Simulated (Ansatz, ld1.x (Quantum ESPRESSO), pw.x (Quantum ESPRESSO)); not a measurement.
What a changed setting does to a pw.x run (fcc As)

Potential: norm-conserving Troullier–Martins (Kleinman–Bylander form), ld1.x (Quantum ESPRESSO) 7.5, PBEsol; core [Ar] 3d10, reference 4s2 4p3; waves: 4s (bound): rc 1.45 bohr; 4p (bound): rc 2.10 bohr; 4d channel at 0.35 Ry: rc 1.80 bohr; local part: all-electron potential smoothed inside 1.85 bohr (lloc = -1); core correction: none.

The reference run (k-mesh 13³, cutoffs 60/240 Ry, Fermi–Dirac 0.01 Ry, mixing_beta 0.4, conv_thr 1e-9, no spin) gives -1.07 GPa at 18.557 Å³/atom, where all-electron LAPW gives -0.48 GPa. This run, with its own iteration cap, changes ecutrho/ecutwfc to 6.

```
&control
  calculation='scf', prefix='x', pseudo_dir='./', outdir='./tmp', tstress=.true., disk_io='none'
/
&system
  ibrav=0, nat=1, ntyp=1, ecutwfc=60, ecutrho=360, nbnd=9,
  occupations='smearing', smearing='fd', degauss=0.01
/
&electrons
  conv_thr=1e-09, mixing_beta=0.4, electron_maxstep=60
/
ATOMIC_SPECIES
As 1.0 As.UPF
CELL_PARAMETERS angstrom
  0.00000000 2.10132192 2.10132192
  2.10132192 0.00000000 2.10132192
  2.10132192 2.10132192 0.00000000
ATOMIC_POSITIONS crystal
As 0.0000 0.0000 0.0000
K_POINTS automatic
13 13 13 0 0 0
```

```bash
pw.x < As.scf.in > As.scf.out
```

Task: How does the run end?

Result: It converges in 5 iterations; the free energy moves by +0.0 meV/atom and the pressure by +0.00 GPa. The result is that of the reference run.

```
Message from routine setup:
     no reason to have ecutrho>4*ecutwfc
     Message from routine setup:
     using ibrav=0 with symmetry is DISCOURAGED, use correct ibrav instead
     lattice parameter (alat)  =       5.6157  a.u.
     unit-cell volume          =     125.2288 (a.u.)^3
     number of electrons       =         5.00
     number of Kohn-Sham states=            9
     kinetic-energy cutoff     =      60.0000  Ry
     charge density cutoff     =     360.0000  Ry
     scf convergence threshold =      1.0E-09
     Exchange-correlation= PBESOL
     number of k points=    84  Fermi-Dirac smearing, width (Ry)=  0.0100
     iteration #  1     ecut=    60.00 Ry     beta= 0.40
     total energy              =     -12.64815529 Ry
     estimated scf accuracy    <       0.00169607 Ry
     iteration #  2     ecut=    60.00 Ry     beta= 0.40
     total energy              =     -12.64802378 Ry
     estimated scf accuracy    <       0.00045879 Ry
     iteration #  3     ecut=    60.00 Ry     beta= 0.40
     total energy              =     -12.64805865 Ry
     estimated scf accuracy    <       0.00000226 Ry
     iteration #  4     ecut=    60.00 Ry     beta= 0.40
     total energy              =     -12.64806087 Ry
     estimated scf accuracy    <       0.00000010 Ry
     iteration #  5     ecut=    60.00 Ry     beta= 0.40
     the Fermi energy is     9.2181 ev
!    total energy              =     -12.64806089 Ry
     estimated scf accuracy    <          6.5E-10 Ry
     smearing contrib. (-TS)   =      -0.00283837 Ry
     The total energy is F=E-TS. E is the sum of the following terms:
     one-electron contribution =       4.66673214 Ry
     hartree contribution      =       0.24868009 Ry
     xc contribution           =      -3.12802626 Ry
     ewald contribution        =     -14.43260848 Ry
     convergence has been achieved in   5 iterations
          total   stress  (Ry/bohr**3)                   (kbar)     P=      -10.72
     Message from routine punch:
     Nothing written, as per user request (disk_io='none')
```

The run took about 8.6 s on one core of a shared host (Neoverse-V1, 32 threads, 247 GiB, load 25).
